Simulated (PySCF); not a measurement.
CH8Si2.
Numbering: `[SiH3:1][CH2:2][SiH3:3]` (hydrogens: H4, H5, H6 on Si1; H7, H8 on C2; H9, H10, H11 on Si3)

Structure used (PBE0-D3(BJ)/def2-SVP), in Å, numbered top down from 1:
```
atom  x, y, z in Å
Si1    1.4420    0.7135    0.0102
C2     0.2314   -0.7204   -0.1343
Si3   -1.5837   -0.2630    0.0623
H4     2.8500    0.2439   -0.1746
H5     1.1476    1.7479   -1.0291
H6     1.3291    1.3539    1.3568
H7     0.4896   -1.4780    0.6257
H8     0.3684   -1.1982   -1.1198
H9    -1.9861    0.7232   -0.9875
H10   -1.8220    0.3541    1.4035
H11   -2.4554   -1.4717   -0.0651
```

The calculation used core-valence-separated Tamm–Dancoff BHandHLYP/aug-pcX-1 (pcseg-1 on H, def2-SVPD on Si) in PySCF, non-relativistic, gas phase, PBE0-D3(BJ)/def2-SVP geometry. The energies are unshifted.

The lowest roots of each edge with f over 0.003 (five at most, numbered afresh; weaker and dark ones are left out), with transition dipoles (au) in the frame of the coordinates:

| root | edge | E (eV) | f | μx | μy | μz |
| --- | --- | --- | --- | --- | --- | --- |
| 1 | C | 285.69 | 0.0324 | -0.0048 | 0.0107 | -0.0670 |
| 2 | C | 285.88 | 0.0306 | -0.0198 | 0.0620 | 0.0110 |
| 3 | C | 286.22 | 0.0396 | 0.0716 | 0.0232 | -0.0016 |

Question: Molecules are fixed in this frame and the field points along (1, 0, −1)/√2. What effective strengths 3 f cos²θ do the roots have (θ between field and μ)?

Answer: root 1 (C2): 0.041, root 2 (C2): 0.010, root 3 (C2): 0.056. Root 3 is the strongest. Averaged over all orientations cos²θ is 1/3, which gives f back.

